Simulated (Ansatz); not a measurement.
## Property card for Cs

All numbers below come from DFT r2SCAN, scalar-relativistic, plane waves, PAW (Ansatz).

Cutoff 500 eV; k points 4×6×8 on the computed 4-atom cell (Γ-centred); Gaussian smearing, width 0.10 eV; no spin polarisation.

The structure is relaxed at this level of theory with its symmetry kept. This form isn't the element's structure at ambient conditions.

```cif
data_structure
_symmetry_space_group_name_H-M 'Immm'
_symmetry_Int_Tables_number 71
_cell_length_a 5.8293
_cell_length_b 5.8447
_cell_length_c 7.2604
_cell_angle_alpha 90.000
_cell_angle_beta 90.000
_cell_angle_gamma 90.000
_cell_volume 247.37
loop_
_atom_site_label
_atom_site_type_symbol
_atom_site_symmetry_multiplicity
_atom_site_Wyckoff_symbol
_atom_site_fract_x
_atom_site_fract_y
_atom_site_fract_z
_atom_site_occupancy
Cs1 Cs 2 a 0.50000 0.50000 0.50000 1
```

Problem. Formation energy from the elements' standard states (uncorrected)?

Solution. +0.001 eV/atom.

Problem. Density of states at the Fermi level?

Solution. 4.56 states/eV per cell.

Problem. Löwdin character within 0.5 eV of the Fermi level?

Solution. Cs 6s 77 %, unprojected 22 %.

Spin-orbit coupling is left out, which matters for the bands of heavy elements.

Cost: 1 run of about 5 core-minutes, on Intel Xeon Platinum 8559C (Emerald Rapids) (shared hosts).